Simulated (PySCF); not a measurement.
C5H12N (charge +1).
SMILES with atom numbers: `[CH2:1]=[CH:2][N+:3]([CH3:4])([CH3:5])[CH3:6]` (hydrogens: H7, H8 on C1; H9 on C2; H10, H11, H12 on C4; H13, H14, H15 on C5; H16, H17, H18 on C6)

Computed, not measured: PBE0-D3(BJ)/def2-SVP geometry optimisation, gas phase (PySCF).

Some entries are withheld. Bonds in one row agree within 0.01 Å.

```
             coordinate    value
                  C1=C2        ?
                  C2–N3  1.476 Å
           N3–C4, N3–C6        ?
                  N3–C5        ?
                  C1–H7  1.091 Å
                  C1–H8  1.092 Å
                  C2–H9  1.093 Å
C4–H10 and 8 like bonds  1.097 Å
               C1–C2–N3        ?
               C2–N3–C4        ?
               C2–N3–C5        ?
               C4–N3–C5        ?
```

Problem. Estimate the withheld lengths and angles.

Solution. 
- C1=C2 = 1.324 Å, drawn double (terminal =CH2 carbon to vinylic carbon bearing nitrogen); 0.14 Å below the sum of covalent radii, 1.46 Å.
- N3–C4, N3–C6 = 1.498 Å, drawn single (ammonium nitrogen to N-methyl carbon); 0.03 Å above the sum of covalent radii, 1.47 Å.
- N3–C5 = 1.489 Å, drawn single (ammonium nitrogen to N-methyl carbon); 0.02 Å above the sum of covalent radii, 1.47 Å.
- C1–C2–N3 = 125.5°, at the vinylic carbon bearing nitrogen; the outer atoms are 2.491 Å apart.
- C2–N3–C4 = 108.0°, at the ammonium nitrogen; the outer atoms are 2.406 Å apart.
- C2–N3–C5 = 113.1°, at the ammonium nitrogen; the outer atoms are 2.474 Å apart.
- C4–N3–C5 = 109.2°, at the ammonium nitrogen; the outer atoms are 2.435 Å apart.

Radii are Cordero's, carbon taken as 0.76, 0.73 or 0.69 Å for four, three, and two or fewer neighbours.

Not checked by PBE0-D3(BJ)/def2-SVP frequencies.

On one thread of an Arm Neoverse N1, no GPU, shared host, this took 3.4 min of wall time and 0.61 GiB of memory at its peak. This is the geometry optimisation.

Conformer computed: `[CH2:1]=[CH:2][N+:3]([CH3:4])([CH3:5])[CH3:6]`: C1–C2–N3–C4 -120°.
